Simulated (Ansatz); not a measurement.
This geometry of C3H2FS (7 atoms, charge 1, multiplicity 1) is a first-order saddle point.

These are results of RKS r2SCANh-D4/6-31G* (Ansatz), not measurements.

```xyz
7
Properties=species:S:1:pos:R:3
F -0.390 -2.898 0.988
C -0.131 -1.729 0.686
C 0.121 -0.568 0.378
C 0.413 0.706 0.035
S 0.159 1.350 -1.583
H 0.910 1.341 0.774
H -1.083 1.797 -1.279
```

Question: Which two structures does it join? (They come from a converged band through this point; their orientation in space is the band's.)

Answer: No bond is made or broken. The dihedral C3–C4–S5–H7 goes from 0 to -180°.

Initial state:

```xyz
7
Properties=species:S:1:pos:R:3
F -0.532 -2.794 0.906
C -0.205 -1.625 0.634
C 0.093 -0.482 0.346
C 0.493 0.803 0.089
S -0.108 1.845 -1.070
H 1.296 1.235 0.689
H -1.037 1.018 -1.594
```

Final state:

```xyz
7
Properties=species:S:1:pos:R:3
F -0.289 -2.967 1.245
C -0.135 -1.815 0.804
C 0.004 -0.690 0.362
C 0.206 0.586 -0.093
S -0.684 1.243 -1.348
H 0.976 1.198 0.379
H -0.076 2.446 -1.350
```

Question: How far does it lie above each of them?

Answer: 1.33 eV above the first and 1.33 eV above the second. This is the barrier of this one path; another mechanism may lie lower. Limits of this set-up: the dipole of an ion depends on the origin.

Run time: 6.5 min on 2 threads of Arm Neoverse V2, with other jobs on the host, peak memory 0.2 GiB.
